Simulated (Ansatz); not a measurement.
Two isomers of C4H7NO: A = `CC1=NCCO1`, B = `CCOCC#N`.

Program: Ansatz. Geometries: PBE0-D4/def2-TZVP. ΔE: electronic, gas phase. CBS: MP2 limit from def2 TZ/QZ plus the TZ coupled-cluster correction, frozen cores. DFT in def2-TZVPP. One conformer a species, not always the lowest.

A:

```xyz
13

C     1.641   -0.661   -1.207
C     0.547   -0.256   -0.295
N     0.421   -0.580    0.921
C    -0.804    0.048    1.398
C    -1.348    0.820    0.183
O    -0.398    0.540   -0.855
H     2.350   -1.287   -0.671
H     2.150    0.223   -1.598
H     1.235   -1.209   -2.060
H    -1.499   -0.718    1.754
H    -0.582    0.702    2.245
H    -1.383    1.901    0.333
H    -2.330    0.477   -0.149
```

B:

```xyz
13

C     1.199    0.419    1.057
C    -0.109    0.923    0.487
O    -1.119   -0.073    0.409
C    -0.887   -1.078   -0.528
C    -0.797   -0.573   -1.906
N    -0.713   -0.168   -2.978
H     1.040   -0.056    2.027
H     1.695   -0.295    0.395
H     1.884    1.259    1.194
H     0.044    1.373   -0.503
H    -0.536    1.690    1.135
H     0.028   -1.649   -0.321
H    -1.728   -1.771   -0.469
```

Which is lower in electronic energy at CCSD(T)/CBS, and by how much? (Estimate.)

Ansatz gave: A, by 15.1 kcal/mol.

Give E(B) − E(A) in kcal/mol with r2SCAN-D4, ωB97M-V, B2PLYP, PBE0-D4, MP2/def2-TZVPP, CCSD(T)/def2-TZVPP, CCSD/def2-TZVPP. (An estimate is asked.)

The calculation gave: r2SCAN-D4 19.8, ωB97M-V 16.6, B2PLYP 13.7, PBE0-D4 21.8, MP2/def2-TZVPP 13.5, CCSD(T)/def2-TZVPP 14.0, CCSD/def2-TZVPP 13.4. None reverses the order clearly.

Largest T1 diagnostic: 0.013.

The D4 term adds +0.7 kcal/mol with B3LYP and +0.3 kcal/mol with PBE0; it sums over pairs of atoms, weighted by their polarisabilities, and B3LYP, whose exchange is more repulsive, gets the larger term. From PBE to PBE0 (25 % exact exchange), in def2-TZVPP and without D4, E(B) − E(A) moves by +1.5 kcal/mol.

B3LYP here is the variant with VWN-RPA as its local correlation; programs differ in this.
